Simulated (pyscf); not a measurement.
A first-order saddle from PySCF, ωB97X-D3(BJ)/def2-SVP:

```xyz
12

O     -1.3949     0.1523     1.0513
Si    -2.1246    -1.3111     1.1076
Cl    -1.6395    -2.3388    -0.5829
Cl    -4.1433    -1.1002     1.2042
Cl    -1.4818    -2.3504     2.7351
H     -0.5407     0.7782     1.6245
O      0.7945     2.4159    -0.4542
Si     0.0338     0.9592    -0.1266
H      0.5566     2.7959    -1.3071
H      0.2724     1.3722     1.4960
H     -0.9656     0.8987    -1.2327
H      0.9447    -0.2083    -0.1410
```

Surface: singlet, charge 0. Lowest wavenumbers (cm⁻¹): 1252i, 9, 53, 71, 92.

Q: What reaction is this the transition state of?

A: HO–Si(Cl)(Cl)–Cl (SMILES O[Si](Cl)(Cl)Cl) + HO–SiH₃ (SMILES O[SiH3]) ⇌ HO–SiH₂–O–Si(Cl)(Cl)–Cl (SMILES O[SiH2]O[Si](Cl)(Cl)Cl) + H₂ (SMILES [H][H]), a four-centre exchange read from left to right: H–O, H–Si broken and O–Si, H–H formed. At ωB97M-D3(BJ)/def2-TZVP it lies +33.1 kcal/mol from the left side and +59.7 kcal/mol from the right (each side as separated species at their lowest minima found). One saddle was located; it need not be the lowest between these sides.
